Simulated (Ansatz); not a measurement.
# AlSiHO (singlet): relaxing a cheap start

Where does this start of AlSiHO (singlet) end when it is relaxed?

Computed with Ansatz 0.2.0, Gaussian basis. Level: RKS PBE0/def2-TZVP.

## 1. Starting geometry

4 atoms, charge 0, spin multiplicity 1.

Atoms are counted from 1 here; the program's logs count them from 0.

Bond lengths: Al1–Si2 2.390 Å, Si2–O3 1.669 Å, O3–H4 0.956 Å. Angles: Al1–Si2–O3 137.1°, Si2–O3–H4 123.9°.

The start was built by rule and, where that kept it together, relaxed with GFN2-xTB. Sticks and bond lists go by distance. 

## 2. The run

File in.yaml:

```yaml
crystal:
  periodic: [false, false, false]
  atoms:
    - {symbol: Al, position_ang: [-1.772620, -0.393858, -0.003600]}
    - {symbol: Si, position_ang: [0.459441, 0.459413, 0.003865]}
    - {symbol: O, position_ang: [2.006569, -0.165591, -0.000942]}
    - {symbol: H, position_ang: [2.798253, 0.370461, 0.003621]}
basis:
  gaussian: {orbitals: def2-TZVP}
hamiltonian: {xc: pbe0}
relax: {f_tol: 0.004, max_steps: 80}
```

Run with:

```
ansatz run in.yaml --threads 1 --pin off --events-out ev --progress --plain --max-ram 2176MiB
```

**Question.** What will these runs give? Wanted: energy gained; shift from the start; total energy; dipole moment.

**Answer**, as computed:

| quantity | value |
| --- | --- |
| steps | 15 |
| energy gained | 0.742 eV |
| shift from the start (rms) | 1.003 Å |
| total energy | -16529.0170 eV |
| dipole moment | 1.97 D |

By distance, Al1–O3 formed. Al1–O3 went from 3.786 to 2.000 Å. No vibrations were run, so this is a stationary point, not a proven minimum, and this spin need not be the ground state's.
